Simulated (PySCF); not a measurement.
O2S, SMILES O=S=O (connectivity only; charge and spin as stated), charge +1, multiplicity 2. Atoms are numbered in the order given.

```xyz
3

O      0.0000    -1.2979    -0.2852
S      0.0000     0.0000     0.2852
O      0.0000     1.2979    -0.2852
```
Charge +1, spin multiplicity 2.

Geometry optimised at PBE0-D3(BJ)/def2-TZVP. The spin state was assumed, not searched.

Calculation: PBE0/pcH-1 (PySCF).

Unrestricted Kohn–Sham, ⟨S²⟩ = 0.757. Hyperfine tensors hold the contact and dipolar terms, without spin-orbit corrections.

Computed hyperfine couplings:
```tsv
nucleus	A(iso) (MHz)	A(iso) (G)	dipolar principal values (MHz)
17O no. 1	8.5	3.0	-128.5, 63.3, 65.2
33S no. 2	272.3	97.2	-36.0, -15.7, 51.7
17O no. 3	8.5	3.0	-128.5, 63.3, 65.2
```

And the g tensor (effective nuclear charges for spin-orbit coupling, GIAO)? (An estimate is asked for; the answer gives what the named calculation found.)

principal values 1.9877, 2.0018, 2.0116; isotropic 2.0004.
